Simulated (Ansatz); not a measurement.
**[OH···H···GeH3], doublet along the distance O1-H3**

Starting geometry:

| atom | x (Å) | y (Å) | z (Å) |
| --- | --- | --- | --- |
| O | -2.2762 | -0.0100 | 0.0000 |
| H | -2.5255 | 0.9166 | 0.0000 |
| H | -1.3167 | -0.0100 | 0.0000 |
| Ge | 0.5138 | -0.0100 | 0.0000 |
| H | 0.9824 | -1.4759 | 0.0000 |
| H | 0.9824 | 0.7230 | -1.2695 |
| H | 0.9824 | 0.7230 | 1.2695 |

From there H3 is moved from one fragment to the other while all else, the fragments' distance too, stays fixed; atoms are numbered as listed. Energies are in kcal/mol, counted from the starting geometry at the same level. Kohn–Sham curves are unrestricted where that lies lower.

Basis cc-pVDZ; Ansatz 0.2.0. Only valence electrons are correlated (noble-gas cores and the filled d shells of p-block atoms frozen). Prefix R: restricted or restricted open-shell reference; prefix U: unrestricted. No spin–orbit coupling is included, and no scalar relativity.

Full CI isn't at hand for all of this; UCCSDT(Q) serves as the reference, and is uncertain by about the last step of the cluster series. The frozen core follows each run's orbitals, which can shift R against U totals by a few meV for light atoms and by up to 0.1 eV past Ca.

```csv
distance O1-H3 (Å),UCCSDT(Q),curve A,curve B,curve C,curve D
0.960,0.0,0.0,0.0,0.0,0.0
1.002,0.8,0.8,0.3,0.8,-0.4
1.088,5.8,5.7,4.4,5.8,2.4
1.174,12.5,11.7,10.2,12.6,7.6
1.260,19.1,17.1,16.2,19.1,14.0
```

**Question.** The curves come from BHLYP, PBE, RCCSDT, RPA-PBE. Compare each with UCCSDT(Q) and say which is which.

**Answer.** A: BHLYP, B: RPA-PBE, C: RCCSDT, D: PBE. Spread of the error against UCCSDT(Q), over the points where both stand: A 2.1, B 2.8, C 0.1, D 5.1 kcal/mol. 

In so small a basis the reference is far from its limit while semilocal and hybrid functionals are nearer theirs (RPA and double hybrids share much of the reference's basis error), so the functionals' errors here hold much of the reference's basis and frozen-core error, which can add to them or hide them.
